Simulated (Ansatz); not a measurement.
Ansatz (an electronic-structure program) input (CCSD(T)/aug-cc-pVDZ):

Ansatz 0.2 input:
```yaml
crystal:
  periodic: [false, false, false]
  atoms:
    - {symbol: C, position_ang: [0.86960503, 1.66518517, -0.12267063]}
    - {symbol: C, position_ang: [0.10658209, 0.63012540, 0.03870510]}
    - {symbol: C, position_ang: [-0.68708286, -0.44387260, 0.20689303]}
    - {symbol: C, position_ang: [-0.34283198, -1.75679535, -0.09043260]}
    - {symbol: H, position_ang: [1.53637185, 2.01545253, 0.66246752]}
    - {symbol: H, position_ang: [0.88059896, 2.23165153, -1.05148823]}
    - {symbol: H, position_ang: [-1.67916485, -0.25344235, 0.61049230]}
    - {symbol: H, position_ang: [0.62962337, -2.00162375, -0.49338437]}
    - {symbol: H, position_ang: [-1.04506298, -2.55989368, 0.07694336]}
basis:
  gaussian:
    orbitals: aug-cc-pVDZ
magnetization: {spin_polarized: true, initial_magnetization: 1}
correlation: {method: ccsd_t, electrons: outside_noble_gas}
```

End of the output:

```
cycle   1  -14.41023215 eV  change   -8.2e-1 eV  update   1.1e-1
cycle   2  -14.95375889 eV  change   -5.4e-1 eV  update   4.8e-2
cycle   3  -15.14534477 eV  change   -1.9e-1 eV  update   3.2e-2
cycle   4  -15.17232642 eV  change   -2.7e-2 eV  update   1.5e-2
cycle   5  -15.17272417 eV  change   -4.0e-4 eV  update   4.8e-3
cycle   6  -15.17478526 eV  change   -2.1e-3 eV  update   1.8e-3
cycle   7  -15.17516685 eV  change   -3.8e-4 eV  update   6.7e-4
cycle   8  -15.17519309 eV  change   -2.6e-5 eV  update   3.0e-4
cycle   9  -15.17520853 eV  change   -1.5e-5 eV  update   1.4e-4
cycle  10  -15.17521200 eV  change   -3.5e-6 eV  update   6.3e-5
cycle  11  -15.17523137 eV  change   -1.9e-5 eV  update   2.8e-5
cycle  12  -15.17523425 eV  change   -2.9e-6 eV  update   1.4e-5
coupled cluster: 1.55 GiB planned
perturbative correction -0.61949228 eV, -0.0227659214 hartree
Total energy: -4214.82806060 eV, -154.8920743142 hartree
```

It need not be the lowest isomer of its formula.

The determinant is spin-contaminated: <S^2> is 1.04 against 0.75 for a pure state.
